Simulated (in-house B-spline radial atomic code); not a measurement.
Xe. Computed with a B-spline radial atomic code. Model: non-relativistic spherical atom: semilocal Troullier-Martins pseudo-atom, one channel per l, against all electrons, high spin, G0W0 and RPA with empty states to l = 8, local potential for every l without a channel, a model core (radius 0 = none) keeps its share of the functional.

Without relativity these are model numbers for so heavy an element.

What the tables leave out is listed at the end.

The pseudopotential gives back the lowest level of each angular momentum of its own functional in the configuration it was made in; a second state of the same l is only approximately right. Exact exchange, RPA and GW see the smooth pseudo-orbitals and miss the exchange with the core, for which the functional's share stands in. The column with an uncorrelated core keeps all orbitals and exact exchange, and so separates missing core correlation from pseudisation. Only the three outermost levels and the lowest empty one were computed. RPA here is direct RPA, with no exchange kernel, and its energies carry an (l + 1/2)⁻⁴ tail. A hybrid on a potential with a model core restores only its own semilocal share of the core's exchange.

Command:
```bash
python run_psgw.py task.json out
```
Settings (lengths in bohr, energies in hartree):
```
Z                      54
electrons              54
configuration          [Kr] 4d10 5s2 5p6
generated_in           [Kr] 4d10 5s2 5p6
functional             pbe,pbe
core_shells            8
radius_factor          1
core_correction        False
```

Run time, properties included: 39 s on 1 thread of Arm Neoverse N1, with other jobs on the host.

Given: made with PBE; model core radius 0 bohr; local radius 0.927 bohr; mean-field start PBE.

Valence shells of the generating configuration: 4d, 5s, 5p.

Channel: s 1.705, p 1.927, d 0.751 (radii in bohr).

Computed: largest level miss in the spin-unpolarised generating configuration 0.002 eV; valence RPA correlation energy all-electron orbitals -1.0904 hartree; valence RPA correlation energy pseudo -1.3979 hartree; pseudo-atom RPA polarisability 25.177 bohr³.

```csv
level,occupied,mean-field all-electron (eV),mean-field pseudo minus all (eV),G0W0 all-electron (eV),G0W0 uncorrelated core minus all (eV),G0W0 pseudo minus all (eV),exchange self-energy all-electron (eV),exchange self-energy pseudo (eV)
5p,1,-8.2896,0,-12.38,0.014,-0.439,-18.558,-17.432
```

Q: What is the all-electron RPA polarisability, core included?

A: 25.233 bohr³.

Given: mean-field start PBE0.

Computed: valence RPA correlation energy pseudo -1.3395 hartree; all-electron RPA polarisability, core included 22.112 bohr³; pseudo-atom RPA polarisability 21.53 bohr³.

| level | occupied | mean-field all-electron (eV) | mean-field pseudo minus all (eV) | G0W0 all-electron (eV) | G0W0 uncorrelated core minus all (eV) | G0W0 pseudo minus all (eV) | exchange self-energy all-electron (eV) | exchange self-energy pseudo (eV) |
| --- | --- | --- | --- | --- | --- | --- | --- | --- |
| 5p | 1 | -9.5731 | -0.069 | -12.614 | 0.016 | -0.364 | -18.558 | -17.675 |

Q: What is the valence RPA correlation energy all-electron orbitals?

A: -1.0324 hartree.

Given: mean-field start Hartree-Fock.

Computed: valence RPA correlation energy all-electron orbitals -0.89475 hartree; valence RPA correlation energy pseudo -1.1973 hartree; pseudo-atom RPA polarisability 15.649 bohr³.

| level | occupied | mean-field all-electron (eV) | mean-field pseudo minus all (eV) | G0W0 all-electron (eV) | G0W0 uncorrelated core minus all (eV) | G0W0 pseudo minus all (eV) | exchange self-energy all-electron (eV) | exchange self-energy pseudo (eV) |
| --- | --- | --- | --- | --- | --- | --- | --- | --- |
| 5p | 1 | -12.444 | -0.438 | -13.057 | 0.019 | 0.019 | -18.333 | -18.217 |
| 5s | 1 | -25.699 | -0.163 | -23.866 | 0.042 | -0.126 | -24.581 | -23.494 |

Q: What is the all-electron RPA polarisability, core included?

A: 17.423 bohr³.

Among the listed levels the largest G0W0 shift of the pseudo-atom is -0.44 eV, for 5p on the PBE start, while leaving the core uncorrelated moves that level by +0.01 eV. So pseudisation and the lost core exchange, not the missing core correlation, make the error. Not in the tables (levels of low weight, unsolved or above zero; the highest and the empty levels are kept at any weight): on PBE the G0W0 levels 5s (pseudo minus all -0.08 eV, weights 0.14 and 0.15), 4d (pseudo minus all +3.71 eV, weights 0.43 and 0.49); on PBE0 the G0W0 levels 5s (pseudo minus all -0.63 eV, weights -0.02 and 0.25), 4d (pseudo minus all +4.63 eV, weights 0.03 and 0.61); on Hartree-Fock the G0W0 levels 4d (pseudo minus all +7.07 eV, weights 0.15 and 0.73).
